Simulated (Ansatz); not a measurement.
## Zinc-blende InAs: width of the whole s-p valence band by level of theory

No measured value is used here.

```csv
level (code),value (eV)
LDA (Ansatz),11.90
BLYP (Ansatz),11.87
PBE (Ansatz),11.83
PBEsol (Ansatz),11.86
RPBE (Ansatz),11.79
r²SCAN (Ansatz),12.26
B3LYP (VWN-RPA form) (Ansatz),12.92
HSE06 (Ansatz),12.99
PBE0 (Ansatz),13.12
r²SCAN0 (Ansatz),13.41
Hartree–Fock (Ansatz),16.53
```

Widths are read from band energies on the run's k points.  Values are at the measured cell. Cutoffs and k meshes differ between the levels. Ansatz's density-functional and Hartree–Fock values are scalar-relativistic unless marked +SOC, with PAW data made under PBE.

Ansatz is a program for electronic structure.
